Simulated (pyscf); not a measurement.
This saddle point was located with ωB97X-D3(BJ)/def2-SVP in PySCF.

```xyz
4

Ga    -1.2875     0.1475     0.3486
H     -0.3061     0.0989     1.5883
F     -1.1460    -1.4865    -0.8134
H     -1.9412    -0.4759    -1.0165
```
Charge 0, spin multiplicity 1.

Surface: singlet, charge 0. Lowest wavenumbers (cm⁻¹): 1393i, 444, 611, 611, 1820.

Q: What reaction is this the transition state of?

A: GaH (SMILES [GaH]) [singlet] + HF (SMILES F) ⇌ F–GaH₂ (SMILES [F][GaH2]), an insertion read from left to right: F–H broken and F–Ga, Ga–H formed. At CCSD(T)/def2-TZVPP + ΔMP2(QZVPP) it lies +86.2 kJ/mol from the left side and +253.0 kJ/mol from the right (each side as separated species at their lowest minima found). The same reactants have a lower exit, to F–Ga [singlet] + H₂ (barrier -25.5 kJ/mol at ωB97M-D3(BJ), against +82.3 kJ/mol here). This is the saddle that the search found; another between the same sides may lie lower. The CCSD(T) − MP2 part came from Ansatz, without density fitting, on the same reference. The frozen core leaves the outer d or s,p core shells of the metals and heavy elements correlated in the MP2 and CC values, and def2-TZVPP describes them poorly, which can shift differences by a few kcal/mol. Elements up to Kr have no core potential and no relativistic terms here.
